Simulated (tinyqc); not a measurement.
G0W0 on RHF in the sto-3g basis, for H2O, spin multiplicity 1, step by step. One step of it, computed by the program tinyqc.

Problem. Screening: direct RPA. With D = e_a - e_i and K = (ia|jb): diagonalise D^(1/2) (D + 4K) D^(1/2) = Z w^2 Z^T; X + Y = D^(1/2) Z w^(-1/2), each column of Z with its largest component positive (the first on a tie); E_c = (sum w - tr (D + 2K)) / 2.

orbital energies (hartree): MO1 -20.248758, MO2 -1.282787, MO3 -0.611940, MO4 -0.470519, MO5 -0.396734, MO6 0.627647, MO7 0.737885

Two-electron integrals over orbitals (pq|rs), unique and non-zero (hartree):
```
(11|11) 4.744416    (21|11) -0.414577   (21|21) 0.057716    (22|11) 1.003058
(22|21) -0.012453   (22|22) 0.732112    (31|31) 0.011354    (32|31) 0.018122
(32|32) 0.144714    (33|11) 0.809647    (33|21) -0.004404   (33|22) 0.651614
(33|33) 0.639490    (41|11) 0.192749    (41|21) -0.023425   (41|22) 0.016980
(41|33) 0.006818    (41|41) 0.028244    (42|11) -0.131589   (42|21) 0.009627
(42|22) 0.007450    (42|33) 0.006484    (42|41) 0.017787    (42|42) 0.121920
(43|31) -0.003960   (43|32) 0.017513    (43|43) 0.047840    (44|11) 0.995564
(44|21) -0.013857   (44|22) 0.671327    (44|33) 0.601685    (44|41) -0.011138
(44|42) -0.103767   (44|44) 0.780361    (51|51) 0.026048    (52|51) 0.032310
(52|52) 0.143419    (53|53) 0.029334    (54|51) -0.014142   (54|52) -0.048994
(54|54) 0.057373    (55|11) 1.115336    (55|21) -0.011621   (55|22) 0.746661
(55|33) 0.634259    (55|41) 0.005387    (55|42) -0.070418   (55|44) 0.727299
(55|55) 0.880159    (61|11) -0.235672   (61|21) 0.035689    (61|22) 0.000420
(61|33) 0.000514    (61|41) -0.000816   (61|42) 0.020707    (61|44) -0.020093
(61|55) -0.006106   (61|61) 0.032081    (62|11) 0.311073    (62|21) -0.006308
(62|22) 0.145354    (62|33) 0.080377    (62|41) 0.018944    (62|42) 0.018902
(62|44) 0.085661    (62|55) 0.159452    (62|61) 0.007699    (62|62) 0.103756
(63|31) 0.003553    (63|32) -0.034857   (63|43) -0.026805   (63|63) 0.065809
(64|11) 0.221621    (64|21) -0.002445   (64|22) 0.092702    (64|33) 0.044437
(64|41) 0.001220    (64|42) -0.037910   (64|44) 0.124255    (64|55) 0.117190
(64|61) -0.001250   (64|62) 0.059082    (64|64) 0.071242    (65|51) 0.015556
(65|52) 0.058360    (65|54) -0.002168   (65|65) 0.038739    (66|11) 0.818805
(66|21) -0.006965   (66|22) 0.623699    (66|33) 0.576913    (66|41) 0.021489
(66|42) 0.057242    (66|44) 0.554275    (66|55) 0.595994    (66|61) 0.009057
(66|62) 0.101464    (66|64) 0.044433    (66|66) 0.604806    (71|31) 0.015331
(71|32) 0.022808    (71|43) -0.005521   (71|63) 0.004248    (71|71) 0.020760
(72|31) 0.013688    (72|32) 0.037362    (72|43) -0.036393   (72|63) 0.036180
(72|71) 0.017524    (72|72) 0.060890    (73|11) 0.358845    (73|21) -0.007603
(73|22) 0.131493    (73|33) 0.089921    (73|41) -0.000945   (73|42) -0.080127
(73|44) 0.156665    (73|55) 0.187030    (73|61) -0.007324   (73|62) 0.076336
(73|64) 0.080734    (73|66) 0.037641    (73|73) 0.154050    (74|31) -0.010157
(74|32) -0.079599   (74|43) 0.002854    (74|63) 0.042517    (74|71) -0.013466
(74|72) -0.015467   (74|74) 0.071374    (75|53) 0.023509    (75|75) 0.023713
(76|31) 0.009077    (76|32) 0.096429    (76|43) 0.046289    (76|63) -0.058971
(76|71) 0.011596    (76|72) -0.012814   (76|74) -0.058483   (76|76) 0.111953
(77|11) 0.859837    (77|21) -0.009022   (77|22) 0.624207    (77|33) 0.613644
(77|41) 0.004487    (77|42) -0.010425   (77|44) 0.605683    (77|55) 0.621785
(77|61) -0.004697   (77|62) 0.068329    (77|64) 0.039279    (77|66) 0.570764
(77|73) 0.085793    (77|77) 0.618735
```

Give: D^(1/2) (D + 4K) D^(1/2); excitation energies w; X + Y; RPA correlation energy.

Solution.

D^(1/2) (D + 4K) D^(1/2) (hartree^2):
```
         1>6      1>7    2>6     2>7    3>6     3>7     4>6     4>7
1>6  438.503    0.000  0.194   0.000  0.000  -0.156  -0.024   0.000
1>7    0.000  442.182  0.000   0.456  0.087   0.000   0.000  -0.271
2>6    0.194    0.000  4.443   0.000  0.000   0.490   0.342   0.000
2>7    0.000    0.456  0.000   4.575  0.229   0.000   0.000  -0.097
3>6    0.000    0.087  0.000   0.229  1.863   0.000   0.000   0.208
3>7   -0.156    0.000  0.490   0.000  0.000   2.654   0.393   0.000
4>6   -0.024    0.000  0.342   0.000  0.000   0.393   1.519   0.000
4>7    0.000   -0.271  0.000  -0.097  0.208   0.000   0.000   1.805
5>6    0.000    0.000  0.000   0.000  0.000   0.000   0.000   0.000
5>7    0.000    0.000  0.000   0.000  0.000   0.000   0.000   0.000

       5>6    5>7
1>6  0.000  0.000
1>7  0.000  0.000
2>6  0.000  0.000
2>7  0.000  0.000
3>6  0.000  0.000
3>7  0.000  0.000
4>6  0.000  0.000
4>7  0.000  0.000
5>6  1.208  0.000
5>7  0.000  1.395
```

excitation energies w (hartree): 1.099  1.177  1.181  1.268  1.428  1.613  2.144  2.151  20.940  21.028

X + Y:
```
         1       2      3       4       5       6       7       8
1>6  0.000   0.000  0.000   0.000   0.000   0.002   0.000  -0.001
1>7  0.000   0.000  0.000   0.002   0.001   0.000  -0.003   0.000
2>6  0.000  -0.081  0.000   0.000   0.000  -0.318   0.000   0.899
2>7  0.000   0.000  0.000   0.095  -0.049   0.000   0.967   0.000
3>6  0.000   0.000  0.000  -0.662   0.688   0.000   0.062   0.000
3>7  0.000  -0.292  0.000   0.000   0.000   0.846   0.000   0.210
4>6  0.000   0.927  0.000   0.000   0.000   0.201   0.000   0.099
4>7  0.000   0.000  0.000   0.722   0.619   0.000  -0.021   0.000
5>6  0.965   0.000  0.000   0.000   0.000   0.000   0.000   0.000
5>7  0.000   0.000  0.980   0.000   0.000   0.000   0.000   0.000

         9     10
1>6  0.998  0.000
1>7  0.000  0.999
2>6  0.000  0.000
2>7  0.000  0.000
3>6  0.000  0.000
3>7  0.000  0.000
4>6  0.000  0.000
4>7  0.000  0.000
5>6  0.000  0.000
5>7  0.000  0.000
```

RPA correlation energy = -0.05214 hartree
